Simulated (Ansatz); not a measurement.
**How far each method lies from UCCSDT(Q) for GaC, quartet**

Geometry: that of the GaC⁻, triplet, kept fixed.

```xyz
2

C     0.0000    0.0000    0.0000
Ga    0.0000    0.0000    1.8870
```

Basis aug-cc-pVTZ; Ansatz 0.2.0. Correlated methods freeze the noble-gas cores and the filled d shells of p-block atoms, which leaves 7 electrons in 90 orbitals. Prefix R: restricted or restricted open-shell reference; prefix U: unrestricted. Active spaces: valence = (7e, 8o) chosen from the atoms' valence shells. No spin–orbit coupling is included, and no scalar relativity.

Full CI isn't at hand for all of this; UCCSDT(Q) serves as the reference, and is uncertain by about the last step of the cluster series. The frozen core follows each run's orbitals, which can shift R against U totals by a few meV for light atoms and by up to 0.1 eV past Ca.

The UHF ⟨S²⟩ is 3.761 and the T1 diagnostic (RCCSD) is 0.0568. The largest doubles amplitude (RCCSD) is 0.049. The T1 diagnostic (UCCSD) is 0.0488.

```
   level  E − E(UHF) (eV)
    UMP2          -3.5354
   UCCSD          -4.3096
UCCSD(T)          -4.5081
```

Q: Estimate how far UCCSDT(Q) in aug-cc-pVTZ lies from UCCSD(T). The table doesn't fix it; the size of (T) and the diagnostics are the guide.

A: UCCSDT(Q) in aug-cc-pVTZ lies 5.3 kJ/mol below UCCSD(T), which is 28 % of the (T) step (-19.2 kJ/mol). T1 is raised, and the rest is a large part of (T). The miss exceeds 1 kcal/mol.

The other levels:

| level | E − E(UCCSDT(Q)) (kJ/mol) | wall time |
| --- | --- | --- |
| UCCSDT | 1.2 | – |

Run but not shown, since their state, orbitals or frozen core can't be matched to the reference's or they repeat it: RHF, RMP2, RCCSD, RCCSD(T), BCCD(T), RCCSDT, RCCSDT(Q), CASSCF (valence space), NEVPT2 (valence space), MRCISD (valence space), MRCISD+Q (valence space).

Natural occupations of CASSCF (valence space) about the gap: 1.977 1.915 1.017 0.987 0.987 0.048 0.048 0.022; effectively unpaired electrons, Σ n²(2−n)², 3.05.
